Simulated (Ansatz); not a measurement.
Relaxation of CH4AlB (7 atoms, charge 0, multiplicity 1), to a largest force component of 0.02 eV/Å in at most 40 steps.

All numbers below come from RKS PBE/6-31G* (Ansatz 0.2.0).

```xyz
7
Properties=species:S:1:pos:R:3
B -0.980 -0.061 -0.561
C -0.037 0.557 0.556
Al 0.916 -0.794 -0.294
H -1.994 0.004 -1.136
H -0.382 0.339 1.569
H 0.293 1.616 0.349
H 2.245 -1.729 -0.529
```

Question: Where does it end, and by what steps?

Answer: The forces met the threshold. After 17 steps the energy has fallen by 1.437 eV; H5 moved furthest, 1.41 Å.

```
step  energy less start (eV)  largest force component (eV/Å)  accepted
   0                  0.0000                           2.121       yes
   1                 -0.3362                           0.817       yes
   2                 -0.4044                           0.316       yes
   3                 -0.5272                           0.687       yes
   4                 -0.7217                           0.947       yes
   5                 -0.9635                           1.406       yes
   6                 -1.1458                           1.304       yes
   7                 -1.2473                           0.985       yes
   8                 -1.3299                           0.762       yes
   9                 -1.3778                           0.329       yes
  10                 -1.4165                           0.296       yes
  11                 -1.4322                           0.139       yes
  12                 -1.4355                           0.134       yes
  13                 -1.4356                           0.138       yes
  14                 -1.4367                           0.038       yes
  15                 -1.4368                           0.031       yes
  16                 -1.4367                           0.021        no
  17                 -1.4369                           0.005       yes
```

```xyz
7
Properties=species:S:1:pos:R:3
B -0.925 -0.015 -0.680
C -0.143 0.626 0.392
Al 0.653 -1.190 -0.485
H -1.960 0.245 -1.215
H 0.832 0.325 0.855
H -0.451 1.551 0.905
H 2.055 -1.610 0.183
```

Whether the end is a true minimum wasn't checked by a vibrational analysis.

Time of the run: 23 s on 1 thread of Arm Neoverse V1 (shared host), peak memory 0.11 GiB.
